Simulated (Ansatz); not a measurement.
A made-up structure of CH₇Si₂ (charge -1), singlet:

Si1  (0.333, 0.436, -0.430)
C2  (-1.605, 0.854, -0.346)
Si3  (0.759, -0.714, 0.947)
H4  (-1.931, -0.029, -0.833)
H5  (-1.639, 1.446, -1.224)
H6  (0.740, -0.102, -1.679)
H7  (1.049, 1.645, -0.224)
H8  (-0.137, -1.909, 1.015)
H9  (0.697, -0.051, 2.285)
H10  (2.152, -1.294, 0.872)
(Å)

It is relaxed with PBE-D4/def2-SVPD and then PBE0-D4/def2-TZVPD (Ansatz 0.2.0). Atoms count as bonded within 1.22 times the sum of their covalent radii (H–H: 0.88 Å). The end point is not checked to be a true minimum.

Does its bonding change? (Judge from chemistry; the calculation decides.)

Computed: No: no bond forms or breaks.

Where it ends: The first stage lowers the energy by 3.59 eV in 24 steps. It ends as CH₇Si₂ ([CH2][SiH2][SiH3]), total charge -1:
Si1  (0.189, 0.503, -0.743)
C2  (-1.502, 0.968, -0.991)
Si3  (0.886, -0.835, 1.146)
H4  (-2.209, 0.187, -1.275)
H5  (-1.935, 1.699, -0.306)
H6  (0.774, -0.332, -1.857)
H7  (1.136, 1.667, -0.576)
H8  (0.184, -2.166, 1.210)
H9  (0.549, -0.198, 2.469)
H10  (2.347, -1.209, 1.307)
(Å)

Labels in which every atom is bracketed show which atoms are joined, not bond orders.

For scale, one of the runs: PBE0-D4/def2-TZVPD relaxation, 186 basis functions, launched by `ansatz run in.yaml --threads 2 --pin off --events-out ev --progress --plain --max-ram 4352MiB`. The run took about 32 s on 2 CPU threads of an Arm Neoverse V1 (shared host).
